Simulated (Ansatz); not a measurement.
H$_{6}$NSi$_{2}$ (`[SiH2]N[SiH3]`) radical: the same geometry under several functionals.

```yaml
crystal:
  periodic: [false, false, false]
  atoms:
    - {symbol: Si, position_ang: [-1.200856, 0.925305, -0.948367]}
    - {symbol: N, position_ang: [0.196886, 0.625803, 0.025193]}
    - {symbol: Si, position_ang: [0.611744, -0.820464, 0.880208]}
    - {symbol: H, position_ang: [-1.616525, -0.372047, -1.554540]}
    - {symbol: H, position_ang: [-0.842900, 1.913407, -2.010927]}
    - {symbol: H, position_ang: [0.764121, 1.439256, 0.222199]}
    - {symbol: H, position_ang: [1.982631, -1.276549, 0.525392]}
    - {symbol: H, position_ang: [-0.378231, -1.853403, 0.488479]}
    - {symbol: H, position_ang: [0.571629, -0.627709, 2.355364]}
basis:
  gaussian: {orbitals: def2-TZVPP}
magnetization: {spin_polarized: true, initial_magnetization: 1}
hamiltonian: {xc: hse06, dispersion: d4}
output: {orbitals: {seedname: orbitals}}
```

```sh
$ ansatz run in.yaml --threads 2 --pin off --events-out ev --progress --plain
```

Shortened log:

```
Functional definition: HSE06
1091 factors; their error is unknown
107 factors; integrals over basis functions are off by at most 1.1e-6 eV
mean field evaluation 1: about -17328.0200 eV, gradient 4.2e1 eV
mean field evaluation 2: about -17306.7093 eV, gradient 7.3e1 eV
mean field evaluation 4: about -17334.7817 eV, gradient 2.2e0 eV
mean field evaluation 8: about -17334.8067 eV, gradient 3.1e-2 eV
mean field evaluation 16: about -17334.8415 eV, gradient 4.1e-5 eV
mean field -17334.84151532 eV, -637.0436757103 hartree, gradient 4.1e-5 eV, S^2 0.752754; 0 other end points of the search recorded, 0 dependent functions left out
reference -17334.84156040 eV, -637.0436773671 hartree; 21, 20 occupied and 178, 179 virtual orbitals, 1091 factors
Total energy: -17334.99059581 eV, -637.0491543173 hartree
```

Run time 3.6 s (2 threads of a server CPU on a shared host); peak host memory 0.58 GiB.

The same input with `hamiltonian: {xc: {name: CAM-B3LYP}, dispersion: d4}` (abridged; 3.9 s):

```
Functional definition: CAM-B3LYP
mean field evaluation 16: about -17343.5156 eV, gradient 3.9e-5 eV
mean field -17343.51562802 eV, -637.3624434726 hartree, gradient 3.9e-5 eV, S^2 0.752733
Total energy: -17343.67813204 eV, -637.3684153851 hartree
```

With the line `hamiltonian: {xc: {name: r2SCAN0}, dispersion: d4}` (abridged; 5 s):

```
Functional definition: r2SCAN0
mean field evaluation 16: about -17341.1816 eV, gradient 6.4e-5 eV
mean field -17341.18160344 eV, -637.2766696514 hartree, gradient 6.4e-5 eV, S^2 0.754311
Total energy: -17341.23438502 eV, -637.2786093387 hartree
```

Changing it to `hamiltonian: {xc: pbe0, dispersion: d4}` (abridged; 3.3 s):

```
Functional definition: PBE0
mean field evaluation 16: about -17335.2947 eV, gradient 1.8e-5 eV
mean field -17335.29466922 eV, -637.0603288092 hartree, gradient 1.8e-5 eV, S^2 0.752769
Total energy: -17335.45416312 eV, -637.0661901018 hartree
```

Changing it to `hamiltonian: {xc: {name: B97M-V}}` (abridged; 7 s):

```
Functional definition: B97M-V
mean field evaluation 16: about -17339.5105 eV, gradient 1.5e-4 eV
mean field -17339.51048266 eV, -637.2152570954 hartree, gradient 6.0e-5 eV, S^2 0.752506
Total energy: -17339.51055000 eV, -637.2152595701 hartree
```

Changing it to `hamiltonian: {xc: {name: revPBE}, dispersion: d4}` (abridged; 2.2 s):

```
Functional definition: revPBE
mean field evaluation 16: about -17339.9686 eV, gradient 3.0e-5 eV
mean field -17339.96856251 eV, -637.2320912193 hartree, gradient 3.0e-5 eV, S^2 0.752426
Total energy: -17340.53509250 eV, -637.2529108126 hartree
```

HSE06 is the plane-wave form, built on full-range PBE exchange.
